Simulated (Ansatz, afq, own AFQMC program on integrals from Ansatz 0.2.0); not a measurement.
Two steps: Ansatz 0.2.0 writes the Fock matrix and Cholesky factors of the valence space, and afq projects on them the lowest state that overlaps trial and start.

```yaml
crystal:
  periodic: [false, false, false]
  atoms:
    - {symbol: P, position_ang: [0.024429, 0.035518, 1.165046]}
    - {symbol: Mg, position_ang: [0.024429, -0.024931, -1.524783]}
    - {symbol: H, position_ang: [0.024429, -1.285315, 1.687926]}
    - {symbol: H, position_ang: [-1.364175, 0.795032, -0.721581]}
basis:
  gaussian: {orbitals: cc-pVDZ}
magnetization: {spin_polarized: true, initial_magnetization: 3}
correlation: {method: ccsd_t, electrons: outside_noble_gas, hamiltonian_folder: ham}
```

```sh
$ ansatz run in.yaml --threads 1 --pin off --events-out ev --progress --plain --max-ram 1382MiB
```

afq runs on the folder ham with

```
--method phaseless --trial cisd --walkers 60 --populations 1 --least-time 40 --time-step 0.005 --steps-per-block 50 --equilibration-blocks 40 --max-blocks 300 --target-error 0.00072 --factor-cut 1e-05 --start spin_pure --seed 1851 --release-times 0.24,0.51,0.99,1.62,2.4 --release-step 0.03 --release-every 4 --taylor-order 6
```

Times are imaginary, in 1/Eh. The walk had a cap of 1002 s.

afq prints:

```
orbitals 36  electrons 6 3  factors 263 of 444
reference energy -541.41129457 Eh
CCSD correlation -0.14952290 Eh in 16 cycles, weight of the determinant in the CISD state 0.8918
energy of the start -541.560134 Eh
 block  time / (1/Eh)  mean weight  energy / Eh
     1     0.250  1.0004  -541.558959
     2     0.500  1.0006  -541.559773
     3     0.750  0.9998  -541.560564
     4     1.000  0.9993  -541.561466
     5     1.250  0.9999  -541.561947
     8     2.000  0.9996  -541.562646
    11     2.750  0.9990  -541.564442
    26     6.500  0.9993  -541.564592
    41    10.250  1.0008  -541.563580
    56    14.000  1.0003  -541.565617
    71    17.750  0.9998  -541.567223
    76    19.000  0.9994  -541.568459
    86    21.500  1.0004  -541.563481
   101    25.250  1.0009  -541.565518
   116    29.000  0.9982  -541.564189
   131    32.750  1.0004  -541.561858
   146    36.500  1.0012  -541.566289
   161    40.250  1.0000  -541.561747
   176    44.000  1.0013  -541.565643
   191    47.750  1.0010  -541.564532
   196    49.000  0.9997  -541.563115
blocks merged  error / Eh  count
     1  0.000160  160
     2  0.000208  80
     4  0.000262  40
     8  0.000300  20
    16  0.000310  10
released: time / (1/Eh)  energy / Eh  error  mean overlap
  0.24  -541.565371  0.000260  0.9979
  0.51  -541.565566  0.000222  0.9951
  0.99  -541.565784  0.000255  0.9762
  1.62  -541.565541  0.000274  0.9924
  2.40  -541.565513  0.000339  1.0043
energy -541.565192 +/- 0.000300 Eh
(rows thinned)
```

The run passed its tests (sampling time, drift between the halves within three errors, error under three times the target), which doesn't prove that it has relaxed.

Against this walk (error 8.2 meV) on the same determinant: CCSD(T) 15.9 meV higher (within the noise), CCSDT(Q) 17.4 meV lower. The error is statistical and leaves out the bias of the constraint. Released to 2.40 1/Eh the energy moves by -9 ± 12 meV (both errors), within twice the noise.

Cautions: constraint bias not in the error; lower spins were not checked.

The walk took 5 min on 1 thread of Intel(R) Xeon(R) Platinum 8259CL CPU @ 2.50GHz (Skylake/Cascade Lake), with other jobs on the host. The log's last line is the phaseless energy.

CCSDT and higher add their correlation energy to the determinant of the CCSD(T) run, since their own runs factorise the integrals more tightly (a shift of under 2 meV).
